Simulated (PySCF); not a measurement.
**hydrogen fluoride and ammonia**

A complex built from hydrogen fluoride and ammonia; neutral, singlet.

```
part               name  SMILES  atoms  charge  multiplicity
   1  hydrogen fluoride       F    1–2       0             1
   2            ammonia       N    3–6       0             1
```

```xyz
6

F     0.259   -0.219   -0.130
H     1.122   -0.274    0.298
N     2.574   -0.357    1.040
H     3.120    0.480    0.871
H     2.455   -0.448    2.042
H     3.120   -1.149    0.722
```
Atoms count from 1 in this order.

In these coordinates H2···N3 is 1.632 Å. Part 2 is then moved rigidly along that line, all else held; at short range other atoms may come into contact.

The starting structure comes from a short search with a few starts; no frequency run checks that it is a minimum, and another way of binding may lie lower.

Level of theory: CCSD(T)/aug-cc-pVDZ and MP2/aug-cc-pVTZ, aug-cc-pVQZ counterpoise interaction energy, frozen core, gas phase, in PySCF. The geometry comes from PBE0-D3(BJ)/def2-TZVPD.

Counterpoise energies in kcal/mol, cluster less the parts frozen as they stand in it; small is aug-cc-pVDZ, large aug-cc-pVQZ. Estimated limit: HF in aug-cc-pVQZ, MP2 correlation extrapolated as X⁻³ from aug-cc-pVTZ and aug-cc-pVQZ, and CCSD(T) less MP2 in aug-cc-pVDZ; it isn't the exact limit.

How do the values run over the points 1.469, 1.550, 1.632, 1.714, 1.795, 2.040, 2.448, 3.264?


| H2···N3 (Å) | HF large | MP2 large | SCS-MP2 large | CCSD(T) small | CCSD(T) limit est. |
| --- | --- | --- | --- | --- | --- |
| 1.469 | -9.14 | -11.87 | -10.63 | -9.56 | -11.66 |
| 1.550 | -10.73 | -13.15 | -12.05 | -11.22 | -12.98 |
| 1.632 | -11.54 | -13.66 | -12.70 | -12.05 | -13.53 |
| 1.714 | -11.81 | -13.65 | -12.81 | -12.32 | -13.55 |
| 1.795 | -11.71 | -13.30 | -12.57 | -12.20 | -13.23 |
| 2.040 | -10.29 | -11.28 | -10.80 | -10.67 | -11.25 |
| 2.448 | -7.19 | -7.58 | -7.35 | -7.38 | -7.56 |
| 3.264 | -3.26 | -3.27 | -3.21 | -3.21 | -3.24 |

The 8 runs took 6.5 min in all, one thread each of Arm Neoverse N1 on a shared host, launched as `OMP_NUM_THREADS=1 python cluster_run.py task.json out`.
